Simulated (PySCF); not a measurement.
Molecule: SMILES [C@@H]1(C)NC[C@@H]1F, C4H8FN.

Bonds (- single, = double, # triple, : aromatic): C1-C2 1.516 Å, C2-N3 1.471 Å, N3-C4 1.465 Å, C4-C5 1.529 Å, C5-F6 1.364 Å, C5-C2 1.542 Å. C1 carries H7, H8, H9; C2 carries H10; N3 carries H11; C4 carries H12, H13; C5 carries H14. Stereochemistry as in C[C@@H]1NC[C@@H]1F. H13 is cis to C1 on the ring; H12 is trans to C1 on the ring.

Geometry PBE0-D3(BJ)/def2-SVP throughout; GIAO in PySCF 2.14.0 with density-fitted response routines, gas phase, one conformer, non-relativistic; equivalent atoms averaged; basis pcSseg-1.

For orientation, mPW1PW91 gives these absolute shieldings σ: C5 97.4, C2 121.2, C4 128.0, C1 166.6, F6 388.3, H14 26.34, H12 27.73, H7/H8/H9 30.10, H11 31.53 ppm.

A run gave: C5 99.7, C2 122.7, C4 129.8, C1 168.5, F6 374.4, H14 26.15, H12 27.60, H7/H8/H9 30.02, H11 31.44 ppm (absolute shieldings σ).

Which functional was used in that run?
A. BLYP
B. OPBE
C. KT2
D. LDA

Results:

B. C2 tells them apart best: OPBE gives 122.7, BLYP gives 107.8, KT2 gives 117.0, LDA gives 114.1 ppm.
